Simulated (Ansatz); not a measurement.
**CH4NS+: functionals against CCSD(T) at one geometry**

One table from this session's results is given with a row withheld; the runs are named, their logs left out.

The runs use Ansatz 0.2.0, Gaussian basis; single points in def2-TZVPP.

Cores are frozen in the correlated methods. B3LYP uses VWN-RPA correlation.

**Starting geometry**

SMILES `[NH3+]C=S`, 7 atoms, charge 1, spin multiplicity 1.

Atoms are counted from 1 here; the program's logs count them from 0.

Bond lengths: N1–C2 1.500 Å, N1–H4 1.009 Å, N1–H5 0.985 Å, N1–H6 0.998 Å, C2–S3 1.543 Å, C2–H7 1.075 Å. Angles: C2–N1–H4 110.2°, C2–N1–H5 110.8°, C2–N1–H6 107.2°, H4–N1–H5 109.6°, H4–N1–H6 110.4°, H5–N1–H6 108.7°, N1–C2–S3 120.6°, N1–C2–H7 113.2°, S3–C2–H7 126.1°.

Geometry (Å):

```xyz
7
charge 1, multiplicity 1
N    -0.3652    0.4902   -0.2776
C     0.3589   -0.6631    0.3510
S     1.7783   -0.4792    0.9273
H    -1.2763    0.1965   -0.5978
H     0.1493    0.8550   -1.0336
H    -0.4537    1.1982    0.4200
H    -0.1839   -1.5890    0.2875
```

The first run:

Input file run/in.yaml:

```yaml
crystal:
  periodic: [false, false, false]
  atoms:
    - {symbol: N, position_ang: [-0.365200, 0.490200, -0.277600]}
    - {symbol: C, position_ang: [0.358900, -0.663100, 0.351000]}
    - {symbol: S, position_ang: [1.778300, -0.479200, 0.927300]}
    - {symbol: H, position_ang: [-1.276300, 0.196500, -0.597800]}
    - {symbol: H, position_ang: [0.149300, 0.855000, -1.033600]}
    - {symbol: H, position_ang: [-0.453700, 1.198200, 0.420000]}
    - {symbol: H, position_ang: [-0.183900, -1.589000, 0.287500]}
basis:
  gaussian: {orbitals: def2-TZVPP}
total_charge: 1
correlation: {method: ccsd_t}
output: {forces: true}
```

The command line of these runs was not kept.

Steps of the session up to this table: CCSD(T)/def2-TZVPP; PBE0-D4/def2-TZVPP; wB97M-V/def2-TZVPP; r2SCAN-D4/def2-TZVPP; PBE-D4/def2-TZVPP; SPW92/def2-TZVPP; B3LYP-D4/def2-TZVPP.

One table of the session follows, with a row left open; its other results are not shown here.

| method | RMS force component (eV/Å) | angle to CCSD(T) forces (°) |
| --- | --- | --- |
| CCSD(T) | 0.895 | reference |
| PBE0-D4 | 0.770 | 15.4 |
| wB97M-V | 0.740 | 15.1 |
| r2SCAN-D4 | 0.786 | 12.8 |
| PBE-D4 | 0.935 | 12.3 |
| SPW92 | 0.958 | 26.0 |
| B3LYP-D4 | ? | ? |

Estimate the missing values for B3LYP-D4.

**Answer.** RMS force component (eV/Å): 0.792; angle to CCSD(T) forces (°): 10.9. In the column «RMS force component (eV/Å)» it lies between r2SCAN-D4 (0.786) and CCSD(T) (0.895).
